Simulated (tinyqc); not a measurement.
Pariser-Parr-Pople SCF with singles CI, for the molecule C=CC=C (SMILES; centres numbered as the heavy atoms are written), step by step. One step of it, computed by the program tinyqc.

Problem. PPP integrals. Mataga-Nishimoto: gamma = 14.399645/(R + a), a = 2 x 14.399645/(gamma_rr + gamma_ss); H_rr = -W_r - sum_(s != r) z_s gamma_rs; H_rs = beta for bonds.

Centres (angstrom, eV; a flat drawing with bonds scaled to 1.40 angstrom):
```
centre          x          y  core charge z          W   gamma_rr
1C      -1.848000  -0.127000              1  11.160000  11.130000
2C      -0.559000   0.421000              1  11.160000  11.130000
3C       0.559000  -0.421000              1  11.160000  11.130000
4C       1.848000   0.127000              1  11.160000  11.130000
```

Resonance integrals (eV):
```
i  j       beta
1  2  -2.600000
2  3  -2.600000
3  4  -2.600000
```

Give: repulsion gamma_rs; core matrix H.

Solution.

repulsion gamma_rs (eV):
```
         1C       2C       3C       4C
1C  11.1300   5.3442   3.8723   2.8808
2C   5.3442  11.1300   5.3463   3.8723
3C   3.8723   5.3463  11.1300   5.3442
4C   2.8808   3.8723   5.3442  11.1300
```

core matrix H (eV):
```
          1C        2C        3C        4C
1C  -23.2573   -2.6000    0.0000    0.0000
2C   -2.6000  -25.7228   -2.6000    0.0000
3C    0.0000   -2.6000  -25.7228   -2.6000
4C    0.0000    0.0000   -2.6000  -23.2573
```
